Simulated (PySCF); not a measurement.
SiF4, SMILES F[Si](F)(F)F. The structure is a stationary point at ωB97X-D3(BJ)/def2-SVP. The isomer is the one that the SMILES or the coordinates give; other isomers of the formula were not compared.

Computed equilibrium geometry at ωB97X-D3(BJ)/def2-SVP (PySCF confirms it by a frequency run) as Cartesian coordinates in Å, and its point group:
point group Td.
```xyz
5

F      0.9182     0.9182     0.9182
Si     0.0000     0.0000     0.0000
F     -0.9182     0.9182    -0.9182
F     -0.9182    -0.9182     0.9182
F      0.9182    -0.9182    -0.9182
```
Charge 0, spin multiplicity 1.
